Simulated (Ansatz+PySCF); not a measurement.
Two shapes of singlet H2S.

Shape 1:

```xyz
3

S     0.0000    0.0000   -0.1560
H     0.0000    1.4573    1.2482
H     0.0000   -1.4573    1.2482
```

Shape 2:

```xyz
3

S     0.0000    0.0000   -0.3120
H     0.0000    2.9146    2.4964
H     0.0000   -2.9146    2.4964
```

Basis set: cc-pVDZ (spherical functions). Correlated methods keep 5 orbitals frozen. Charge 0, multiplicity 1.

Computed with Ansatz (development build ahead of 0.2.0); each method stands on the lowest determinant of its kind that the runs found.

Problem. Which shape is lower in energy, and by how much in each method?

Solution.

| method | E(2) − E(1) (eV) |
| --- | --- |
| RHF | 9.018 |
| UHF | 0.968 |
| UHF-MP2 | 1.686 |
| UHF-CCSDT(Q) | 3.070 |
| ωB97X (unrestricted) | 2.900 |

Shape 1 is lower. Caution for RHF: an unrestricted determinant lies well below. Caution for UHF, UHF-MP2, UHF-CCSDT(Q), ωB97X (unrestricted): the unrestricted determinant is a mixture of spin states. Caution for UHF-MP2, UHF-CCSDT(Q): bonds are stretched, where a single reference can fail; a plain start can end on a higher determinant. Caution for UHF-MP2: another reference gives a lower total. Caution for ωB97X (unrestricted): charge can spread falsely over distant fragments.
